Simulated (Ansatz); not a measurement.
## Structure relaxation of ZnGe2

All numbers below come from Ansatz, DFT PBE, scalar-relativistic, plane waves, PAW. Cutoff 420 eV, Γ-centred k mesh, Gaussian smearing, no spin polarisation in the final step.

The start puts ZnGe2 on the AlB2 structure type (P6/mmm, No. 191), with Zn in place of Al, Ge in place of B, at a guessed volume.

```
Zn Ge
1.0
     3.67649    0.00000    0.00000
    -1.83825    3.18393    0.00000
     0.00000    0.00000    3.96963
Zn Ge
1 2
Cartesian
  0.0000 0.0000 0.0000
  0.0000 2.1226 1.9848
  1.8382 1.0613 1.9848
```

Cell and atoms relax at zero pressure; the relaxation can't lower the symmetry of the start. After a coarse first stage the cell is made exact in the group found at 0.06 Å.

Energies over the elements count from the elements' standard structures at the same level, with no empirical corrections.

Which crystal results?

It keeps P6/mmm (No. 191), but not the shape of the type it started on. Conventional cell: a = 4.816 Å, c = 2.745 Å. Around Zn lie 2 Zn at 2.74 Å and 12 Ge at 3.10 Å; Ge is coordinated by 5 Ge at 2.74–2.78 Å and 6 Zn at 3.10 Å.

Space group P6/mmm (No. 191). a = 4.816 Å, b = 4.816 Å, c = 2.745 Å, α = 90.00°, β = 90.00°, γ = 120.00°
```tsv
atom	site	symmetry	x	y	z
Zn	1a	6/mmm	0.0000	0.0000	0.0000
Ge	2d	-6m2	0.3333	0.6667	0.5000
```

What are its volume, energy, density and gap?

The volume per atom is 18.38 Å³. The density is 6.34 g/cm³. The energy over the elements is 0.26 eV/atom. The gap on the 12×12×16 mesh is 0 eV (a metal).

The final run used a 12×12×16 mesh on its 3-atom cell and 0.10 eV smearing. For metals, differences of a few meV/atom aren't resolved. Symmetry constrained the relaxation, so the result can be a saddle point. The steps took of the order of 2.2 core-minutes in all.